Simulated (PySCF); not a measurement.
Mapped SMILES: `[CH3:1][CH2:2][CH2:3][C:4](=[O:5])[Cl:6]` (H(Xn): hydrogen on atom n).

GIAO PBE0/pcSseg-1 shifts (PySCF 2.14, gas phase, non-relativistic, equivalent atoms averaged), each against references optimised in the same way as the molecule (TMS, H2O, HCl).

On the GFN2-xTB geometry: C4 184.0, C3 52.3, C2 22.6, C1 15.0, O5 590.9, Cl6 468, H(C3) 2.79, H(C2) 1.61, H(C1) 0.97 ppm.

What changes on the GFN2-xTB geometry?

Results:


```json
{"atoms": "C4", "δ (ppm)": "184.0", "change": "+0.0"}
{"atoms": "C3", "δ (ppm)": "52.3", "change": "+0.0"}
{"atoms": "C2", "δ (ppm)": "22.6", "change": "+0.0"}
{"atoms": "C1", "δ (ppm)": "15.0", "change": "+0.0"}
{"atoms": "O5", "δ (ppm)": "590.9", "change": "+0.0"}
{"atoms": "Cl6", "δ (ppm)": "468", "change": "+0"}
{"atoms": "H(C3)", "δ (ppm)": "2.79", "change": "+0.00"}
{"atoms": "H(C2)", "δ (ppm)": "1.61", "change": "+0.00"}
{"atoms": "H(C1)", "δ (ppm)": "0.97", "change": "+0.00"}
```

Bonds between heavy atoms that differ most (equivalent bonds averaged): C1–C2 1.523 → 1.523 Å. Mean change of bonds to hydrogen: C–H +0.000 Å.
